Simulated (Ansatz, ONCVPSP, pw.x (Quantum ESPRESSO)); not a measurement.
Equation-of-state test of one ONCV potential (magnesium)

* Element: Mg (Z = 12)
* Generator: ONCVPSP 4.0.1.1 (patched build)
* Type: optimised norm-conserving Vanderbilt (ONCV)
* Functional: LDA (Perdew-Wang 92)
* Relativity: scalar-relativistic
* Frozen core: [Ne]
* Valence charge: 2
* Reference configuration: 3s2
* Partial waves: 3s: rc 2.80 bohr, ncon 4, nbas 8, qcut 2 1/bohr, 2 projectors, debl 1 Ha; p scattering state at 0.25 Ha: rc 2.75 bohr, ncon 4, nbas 8, qcut 2.5 1/bohr, local; d scattering state at 0.43 Ha: rc 2.75 bohr, ncon 4, nbas 9, qcut 3.3 1/bohr, 3 projectors, debl 3 Ha
* Local potential: the p channel
* Core correction: Teter function, fcfact 4.25, rcfact 1.7

In the p channel the program set the typed energies aside and used 0.050 Ha.

Crystal test: bcc Mg in pw.x 7.5, no spin, 13³ k-points, Fermi–Dirac smearing 0.01 Ry, cutoffs 50/200 Ry. The reference is all-electron LAPW (Ansatz 0.2.0) with the same functional, mesh and smearing; V0 and B0 come from Birch–Murnaghan fits to the pressures at five volumes. Errors are pseudo minus all-electron; Δ is the rms difference of the E(V) curves that follow from these fits, minima aligned, over ±6 % about the mean V0. Mesh and smearing are coarse, so the numbers serve the comparison and aren't converged zero-temperature values; the lattice is a test structure that the element need not adopt.

All-electron: a0 = 3.513 Å (V0 = 21.67 Å³/atom), B0 = 38.2 GPa.

Problem. How far does the potential miss the all-electron equation of state?

Solution. mean pressure error (GPa): +1.57; a0 (Å): 3.557; a0 error (%): +1.26; B0 error (%): -1.0; Δ (meV/atom): 6.9. This is a poor potential for the solid. Atomic configuration tests: 1 of 4 tests not solved or not reliable.

| V (Å³/atom) | P all-electron (GPa) | P pseudo (GPa) |
| --- | --- | --- |
| 20.498 | 2.38 | 4.25 |
| 21.038 | 1.20 | 2.91 |
| 21.577 | 0.17 | 1.72 |
| 22.116 | -0.75 | 0.67 |
| 22.656 | -1.55 | -0.26 |

Problem. At the middle volume, how do free energy and pressure move when the wave cutoff is lowered (ecutrho kept at four times it)?

Solution.

| cutoff (Ry) | shift of F (meV/atom) | shift of P (GPa) |
| --- | --- | --- |
| 22 | +14.1 | -0.07 |
| 30 | +10.2 | -0.01 |
| 40 | +2.7 | -0.13 |

The run at the middle volume (84 k-points, 6 iterations) took about 8.7 s on one core of a shared host (Neoverse-N1, 64 threads, 124 GiB, load 58).
